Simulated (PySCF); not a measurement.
# M06-2X/6-31G run of AlH3 (SMILES [AlH3])

What is the vertical ionisation energy of AlH3 at M06-2X/6-31G? Input form: a Python script.

Program for the calculation: PySCF 2.14.0.

10 further runs of the same task are left out: 10 set aside as unsound or not needed.

## 1. The structure to begin with

AlH3: 4 atoms, total charge 0, spin state singlet. As SMILES, `[AlH3]`. Geometry: relaxed at PBE0-D4/def2-TZVP.

Bond lengths: Al1–H2 1.586 Å, Al1–H3 1.586 Å, Al1–H4 1.586 Å. Angles: H2–Al1–H3 120.0°, H2–Al1–H4 120.0°, H3–Al1–H4 120.0°.

## 2. The energy at M06-2X/6-31G

File run.py:

```python
from pyscf import gto, dft

mol = gto.Mole()
mol.atom = [
    ('Al', (0.013700, -0.014800, -0.005100)),
    ('H', (0.633200, 0.670900, 1.283600)),
    ('H', (-1.340800, -0.832000, 0.105100)),
    ('H', (0.749400, 0.115700, -1.403900)),
]
mol.charge = 0
mol.basis = '6-31g'
mol.max_memory = 1860
mol.spin = 0
mol.verbose = 4
mol.build()

myscf = dft.RKS(mol, xc='m06-2x')
myscf.conv_tol = 1e-10
myscf.grids.level = 5
myscf.kernel()
if not myscf.converged:
    myscf = myscf.newton().run(myscf.mo_coeff, myscf.mo_occ)

e_tot = myscf.e_tot
print(f'total energy: {e_tot:.8f} hartree')
```

Launch:

```bash
$ OMP_NUM_THREADS=1 python run.py
```

The log of the run:

```text
PySCF version 2.14.0

[INPUT] num. atoms = 4
[INPUT] num. electrons = 16
[INPUT] charge = 0
[INPUT] spin (= nelec alpha-beta = 2S) = 0
[INPUT] symmetry False subgroup None
[INPUT] Mole.unit = angstrom
[INPUT] Symbol           X                Y                Z      unit          X                Y                Z       unit  Magmom
[INPUT]  1 Al     0.013700000000  -0.014800000000  -0.005100000000 AA    0.025889247907  -0.027967946644  -0.009637603235 Bohr   0.0
[INPUT]  2 H      0.633200000000   0.670900000000   1.283600000000 AA    1.196574582075   1.267817256971   2.425652453492 Bohr   0.0
[INPUT]  3 H     -1.340800000000  -0.832000000000   0.105100000000 AA   -2.533744787817  -1.572252135638   0.198610215692 Bohr   0.0
[INPUT]  4 H      0.749400000000   0.115700000000  -1.403900000000 AA    1.416160757749   0.218641312612  -2.652986506277 Bohr   0.0

nuclear repulsion = 13.5921908213783
number of shells = 13
number of NR pGTOs = 58
number of NR cGTOs = 19
basis = 6-31g
ecp = {}

******** <class 'pyscf.dft.rks.RKS'> ********
method = RKS
initial guess = minao
damping factor = 0
level_shift factor = 0
DIIS = <class 'pyscf.scf.diis.CDIIS'>
diis_start_cycle = 1
diis_space = 8
diis_damp = 0
SCF conv_tol = 1e-10
SCF conv_tol_grad = None
SCF max_cycles = 50
direct_scf = True
direct_scf_tol = 1e-13
XC library pyscf.dft.libxc version 7.0.0
    S. Lehtola, C. Steigemann, M. J.T. Oliveira, and M. A.L. Marques.,  SoftwareX 7, 1–5 (2018)
XC functionals = m06-2x
    Y. Zhao and D. G. Truhlar.,  Theor. Chem. Acc. 120, 215 (2008)
    Y. Zhao and D. G. Truhlar.,  Theor. Chem. Acc. 120, 215 (2008)
radial grids:
    Treutler-Ahlrichs [JCP 102, 346 (1995); DOI:10.1063/1.469408] (M4) radial grids

becke partition: Becke, JCP 88, 2547 (1988); DOI:10.1063/1.454033
pruning grids: <function nwchem_prune>
grids dens level: 5
symmetrized grids: False
atomic radii adjust function: <function treutler_atomic_radii_adjust>
small_rho_cutoff = 0
Set gradient conv threshold to 1e-05
Initial guess from minao.
tot grids = 113672
init E= -243.850486675172
  HOMO = -0.331077308324399  LUMO = -0.067089297657953  gap/eV = 7.18348
cycle= 1 E= -244.119592365578  delta_E= -0.269  |g|= 0.0822  |ddm|=  1.4
  HOMO = -0.360729619058917  LUMO = -0.0553700080021673  gap/eV = 8.30926
cycle= 2 E= -244.12365465647  delta_E= -0.00406  |g|= 0.022  |ddm|= 0.211
  HOMO = -0.356773610240339  LUMO = -0.0466747292767142  gap/eV = 8.43822
cycle= 3 E= -244.123908021553  delta_E= -0.000253  |g|= 0.00298  |ddm|= 0.0468
  HOMO = -0.356930078689114  LUMO = -0.0473772518641329  gap/eV = 8.42336
cycle= 4 E= -244.123915911445  delta_E= -7.89e-06  |g|= 0.00015  |ddm|= 0.00973
  HOMO = -0.357007676560112  LUMO = -0.0474474545915353  gap/eV = 8.42356
cycle= 5 E= -244.123915935524  delta_E= -2.41e-08  |g|= 1.34e-05  |ddm|= 0.000648
  HOMO = -0.357008952191056  LUMO = -0.0474447517292418  gap/eV = 8.42367
cycle= 6 E= -244.123915935636  delta_E= -1.12e-10  |g|= 6.23e-07  |ddm|= 4.98e-05
  HOMO = -0.35700903338684  LUMO = -0.0474446604230072  gap/eV = 8.42368
cycle= 7 E= -244.123915935637  delta_E= -7.96e-13  |g|= 1.43e-08  |ddm|= 2.54e-06
  HOMO = -0.357009047454898  LUMO = -0.0474446692538544  gap/eV = 8.42368
Extra cycle  E= -244.123915935637  delta_E= 3.41e-13  |g|= 3.06e-09  |ddm|= 3.53e-08
converged SCF energy = -244.123915935637
total energy: -244.12391594 hartree
```

Run time: 2.2 s. Hardware: 1 thread of Arm Neoverse V1, shared host; peak memory 0.18 GiB.

## 3. The doublet cation at the same level

File job.py:

```python
from pyscf import gto, dft

mol = gto.M(
    atom='''
Al     0.025889    -0.027968    -0.009638
H      1.196575     1.267817     2.425652
H     -2.533745    -1.572252     0.198610
H      1.416161     0.218641    -2.652987
''',
    unit='bohr',
    verbose=3,
    spin=1,
    max_memory=1860,
    basis='6-31g',
    charge=1,
)

ks = dft.UKS(mol, xc='m06-2x')
ks.conv_tol = 1e-10
ks.grids.level = 5
ks.kernel()
if not ks.converged:
    ks = ks.newton().run(ks.mo_coeff, ks.mo_occ)

energy = ks.e_tot
print('Final energy', energy)
```

Launch:

```bash
$ OMP_NUM_THREADS=1 python job.py
```

The log of the run:

```text
converged SCF energy = -243.706919463204  <S^2> = 0.76224744  2S+1 = 2.0122102
Final energy -243.70691946320449
```

Wall time 5.7 s (1 thread of Arm Neoverse V1, shared host); peak memory 0.2 GiB.

## 4. Outcome

Level: M06-2X/6-31G.

| quantity | value |
| --- | --- |
| singlet AlH3: total energy | -244.12392 Eh |
| singlet AlH3: dipole moment | 0.00 D |
| singlet AlH3: HOMO energy | -9.71 eV |
| singlet AlH3: LUMO energy | -1.29 eV |
| singlet AlH3: HOMO–LUMO gap | 8.42 eV |
| doublet cation: total energy | -243.70692 Eh |
| doublet cation: HOMO energy (highest over α and β) | -16.28 eV |
| doublet cation: LUMO energy (lowest over α and β) | -13.00 eV |
| doublet cation: ⟨S²⟩ | 0.762 |
| vertical ionisation energy (to the doublet cation) | 11.347 eV |

What this shows: Removing an electron at fixed nuclei costs 11.35 eV (262 kcal/mol). −ε(HOMO) before ionisation, 9.71 eV, is 1.63 eV below this ionisation energy. Mulliken charges (doublet cation) run from +0.00 on H2 to +0.85 on Al1.
